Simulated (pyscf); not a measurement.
CH₄ + H₃C–Ga=O -> H₃C–Ga(CH₃)–OH (addition across a multiple bond or ene-type step; singlet surface; C–H broken, C–Ga, H–O formed). Structures and frequencies: ωB97X-D3(BJ)/def2-SVP in PySCF. Energies in kcal/mol from the separated reactants.

| level | barrier | reaction energy |
|---|---|---|
| PBE/def2-TZVP | 25.8 | -32.1 |
| r²SCAN/def2-TZVP | ___ | -37.7 |
| B3LYP-D3(BJ)/def2-TZVP | ___ | ___ |
| PBE0-D3(BJ)/def2-TZVP | 24.0 | -41.5 |
| M06-2X/def2-TZVP | 23.5 | -46.5 |
| ωB97M-D3(BJ)/def2-TZVP | 27.3 | -41.0 |

**Question.** Fill in the missing entries.

**Answer.** 
- r²SCAN/def2-TZVP, barrier: 24.9
- B3LYP-D3(BJ)/def2-TZVP, barrier: 29.2
- B3LYP-D3(BJ)/def2-TZVP, reaction energy: -36.4

The functionals in the table span 5.7 kcal/mol in this barrier, from M06-2X to B3LYP-D3(BJ). At the saddle there is also a short Ga–H contact that neither side keeps. One saddle was located; it need not be the lowest between these sides. Elements up to Kr have no core potential and no relativistic terms here.
